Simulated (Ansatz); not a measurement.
# [NO2]− (SMILES O=N[O-]) at 6 levels

We compute a comparison of 6 runs (HF/3-21G, BHLYP/def2-TZVPPD, HSE06/def2-TZVPPD, PBE/def2-TZVPPD, SVWN5/def2-TZVPPD, CCSD(T)/def2-TZVPPD) of [NO2]−. 

The results are computed with Ansatz 0.2.0.

1 further run of the same task is left out (it didn't finish).

### Step 1. The structure to begin with

[NO2]− has 3 atoms, charge -1, and is taken as a singlet. SMILES: `O=N[O-]`. The N2–O3 distance was set to 2.242 Å, away from the relaxed value. At this shape a bond of the SMILES string is far longer than usual.

Bond lengths: O1–N2 1.245 Å. A long bond or contact: N2–O3 2.242 Å.

### Step 2. A single-point energy at HF/3-21G (run 1)

in.yaml

```yaml
crystal:
  periodic: [false, false, false]
  atoms:
    - {symbol: O, position_ang: [1.102278, 1.394120, 0.760879]}
    - {symbol: "N", position_ang: [1.105188, 0.156070, 0.625249]}
    - {symbol: O, position_ang: [-0.648590, -0.747260, -0.439610]}
basis:
  gaussian:
    orbitals: 3-21G.json
total_charge: -1
hamiltonian:
  xc: hf
accuracy: high
output: {orbitals: {seedname: orbitals}}
```

The basis set 3-21G is read from a file made from the Basis Set Exchange's data (not shown).

The run is started by

```
$ ansatz run in.yaml --threads 1 --pin off --max-ram 3480MiB --events-out events.jsonl --progress --plain --runs-dir runs
```

What it wrote:

```text
Warning: RAYON_NUM_THREADS=1 ignored (pool sized by the plan → 1); use --threads N
Functional definition: HF
  name "HF"
  exchange = exact_x
  correlation = 0
493 factors; integrals over basis functions are off by at most 2.1e-8 eV
mean field evaluation 1: about -5498.0698 eV, gradient 6.4e1 eV
mean field evaluation 2: about -5498.0759 eV, gradient 6.4e1 eV
mean field evaluation 4: about -5513.4599 eV, gradient 1.6e1 eV
mean field evaluation 8: about -5516.6982 eV, gradient 5.5e0 eV
mean field evaluation 16: about -5516.7718 eV, gradient 4.9e-3 eV
mean field evaluation 32: about -5514.6913 eV, gradient 1.2e1 eV
mean field evaluation 64: about -5515.0395 eV, gradient 1.5e0 eV
mean field evaluation 96: about -5275.1736 eV, gradient 2.4e2 eV
mean field -5516.77176048 eV, -202.7376227955 hartree, gradient 3.0e-8 eV, S^2 0.000000; 0 other end points of the search recorded, 0 dependent functions left out
reference -5516.77176048 eV, -202.7376227955 hartree; 12, 12 occupied and 15, 15 virtual orbitals, 493 factors
Total energy: -5516.77176048 eV, -202.7376227955 hartree
```

It took 0.43 s on 1 thread of Intel Xeon Platinum 8259CL at 2.50GHz (Skylake/Cascade Lake), shared host.

### Step 3. A single-point energy at BHLYP/def2-TZVPPD (run 2)

run.yaml

```yaml
crystal:
  periodic: [false, false, false]
  atoms:
    - {symbol: O, position_ang: [1.102278, 1.394120, 0.760879]}
    - {symbol: N, position_ang: [1.105188, 0.156070, 0.625249]}
    - {symbol: O, position_ang: [-0.648590, -0.747260, -0.439610]}
basis:
  gaussian:
    orbitals: def2-TZVPPD.json
accuracy: high
output:
  orbitals: {seedname: orbitals}
hamiltonian:
  xc: {name: BHLYP}
total_charge: -1
```

The basis set def2-TZVPPD is read from a file made from the Basis Set Exchange's data (not shown).

The run is started by

```
$ ansatz run run.yaml --threads 1 --pin off --max-ram 3480MiB --events-out events.jsonl --progress --plain --runs-dir runs
```

What it wrote:

```text
Warning: RAYON_NUM_THREADS=1 ignored (pool sized by the plan → 1); use --threads N
Functional definition: BHLYP
  name "BHLYP"
  parameter a = 0.5
  exchange = (1 - a)*b88_x + a*exact_x
  correlation = lyp_c
1745 factors; integrals over basis functions are off by at most 3.6e-9 eV
mean field evaluation 1: about -5561.7376 eV, gradient 6.6e1 eV
mean field evaluation 2: about -5338.1336 eV, gradient 2.1e2 eV
mean field evaluation 4: about -5572.5986 eV, gradient 4.4e1 eV
mean field evaluation 8: about -5576.6456 eV, gradient 7.1e0 eV
mean field evaluation 16: about -5576.7742 eV, gradient 1.8e-3 eV
mean field evaluation 32: about -5574.6247 eV, gradient 2.0e1 eV
mean field -5576.77421406 eV, -204.9426722934 hartree, gradient 1.8e-8 eV, S^2 0.000000; 1 other end points of the search recorded, 0 dependent functions left out
reference -5576.77423512 eV, -204.9426730675 hartree; 12, 12 occupied and 105, 105 virtual orbitals, 1745 factors
Total energy: -5576.77423512 eV, -204.9426730675 hartree
```

Wall time 12 s (1 thread of Intel Xeon Platinum 8259CL at 2.50GHz (Skylake/Cascade Lake), shared host); peak memory 0.29 GiB.

Runs 3 to 5 aren't shown in full; the table further down has their settings and results.

### Step 4. The energy at CCSD(T)/def2-TZVPPD (run 6)

input.yaml

```yaml
crystal:
  periodic: [false, false, false]
  atoms:
    - {symbol: O, position_ang: [1.102278, 1.394120, 0.760879]}
    - {symbol: N, position_ang: [1.105188, 0.156070, 0.625249]}
    - {symbol: O, position_ang: [-0.648590, -0.747260, -0.439610]}
basis:
  gaussian:
    orbitals: def2-TZVPPD.json
total_charge: -1
correlation:
  method: ccsd_t
  frozen_orbitals: {"N": 1, O: 1}
scf:
  omitted_lower_state_checks: [cluster_reference, increment]
accuracy: high
magnetization:
  spin_polarized: false
  initial_magnetization: 0
```

The basis set def2-TZVPPD is read from a file made from the Basis Set Exchange's data (not shown).

The run is started by

```
$ ansatz run input.yaml --threads 1 --pin off --max-ram 3480MiB --events-out events.jsonl --progress --plain --runs-dir runs
```

What it wrote:

```text
Warning: RAYON_NUM_THREADS=1 ignored (pool sized by the plan → 1); use --threads N
[... 15 lines left out ...]
3 core orbitals not correlated: weight in the atoms' cores, before any rotation towards them, 1.000 or more for the frozen orbitals, at most 0.000 for the correlated occupied ones
[... 43 lines left out ...]
Total energy: -5572.28755540 eV, -204.7777906289 hartree
Checks for a lower state left out: cluster_reference, increment
```

It took 47 s on 1 thread of Intel Xeon Platinum 8259CL at 2.50GHz (Skylake/Cascade Lake), shared host; peak memory 0.8 GiB.

### Step 5. Overview of the runs

```tsv
run	level	frozen core orbitals	energy (Eh)	HOMO energy (eV)	LUMO energy (eV)	HOMO–LUMO gap (eV)	wall time
1	HF/3-21G	–	-202.737623	-0.77	10.21	10.98	0.43 s
2	BHLYP/def2-TZVPPD	–	-204.942673	-1.37	4.07	5.44	12 s
3	HSE06/def2-TZVPPD	–	-204.850498	-0.01	1.89	1.90	9.9 s
4	PBE/def2-TZVPPD	–	-204.929376	1.13	1.43	0.30	17 s
5	SVWN5/def2-TZVPPD	–	-203.630953	0.94	1.19	0.25	11 s
6	CCSD(T)/def2-TZVPPD	3	-204.777791	–	–	–	47 s
```

### Step 6. What came out

| quantity | value |
| --- | --- |
| run 6: total energy | -204.77779 Eh |
| run 6: correlation energy (3 core orbitals frozen) | -797.4 mEh |
| run 6: (T) correction | -73.56 mEh |
| run 6: T1 diagnostic | 0.096 |

What this shows: Over runs 1, 2, 3, 4, 5 the HOMO–LUMO gap runs from 0.25 eV (SVWN5/def2-TZVPPD) to 10.98 eV (HF/3-21G). The two ends differ in method and basis. The empty levels of an anion lie above zero and hang on the basis. Totals of different functionals can't be ranked against each other. In runs 4, 5 the HOMO lies above zero, so the outermost electron may be held by the basis alone. In run 6 the T1 diagnostic is large, so a single reference may not serve. In run 6 the log says that unrestricted orbitals would lower the reference, so the values rest on an unstable closed-shell determinant (other closed-shell runs at this shape may share the fault). All runs together took 97 s, the longest 47 s.
